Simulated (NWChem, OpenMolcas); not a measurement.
## OpenMolcas → NWChem

This OpenMolcas 26.06 job computes BOF (fluoro(oxo)borane):

calc.inp:
```
&GATEWAY
  BasLib
  $CurrDir
  Coord
  3
  angstrom
  O        2.138439      -1.229288       1.043890
  B        0.020300      -0.011600       0.009900
  F       -1.003400       0.576800      -0.489800
  Basis
  cc-pVTZ
  Group
  NoSym

&SEWARD
  GridInput
  Grid=UltraFine
  End of Grid

&SCF
  KSDFT
  M062X
  Thresholds
  1e-10 1e-07 1e-07 1e-05
  PrOrbitals
  1
```

```bash
$ export MOLCAS_MEM=1860
$ pymolcas calc.inp > calc.log
```

(Basis files named in the input come from the Basis Set Exchange and aren't shown.)

The O1–B2 distance was set to 2.653 Å, away from the relaxed value.

A bond is far stretched, where a restricted reference may be unsound.

It gives a total energy of -199.671279 Eh.

Task: Translate the job to NWChem 7.3.0 as an input file of the program's own.

Result: One way, which was run:

bfo.nw:
```
start bfo
memory total 2200 mb

geometry units angstroms noautosym nocenter noautoz
  O        2.138439      -1.229288       1.043890
  B        0.020300      -0.011600       0.009900
  F       -1.003400       0.576800      -0.489800
end

basis "ao basis" spherical bse
  O library cc-pVTZ
  B library cc-pVTZ
  F library cc-pVTZ
end

dft
  xc m06-2x
  grid fine
  convergence energy 1e-08
  iterations 100
  mulliken
end

task dft energy
```

```bash
$ nwchem bfo.nw > bfo.out
```

Its energy is -199.671260 Eh, 0.019 mEh from the first.
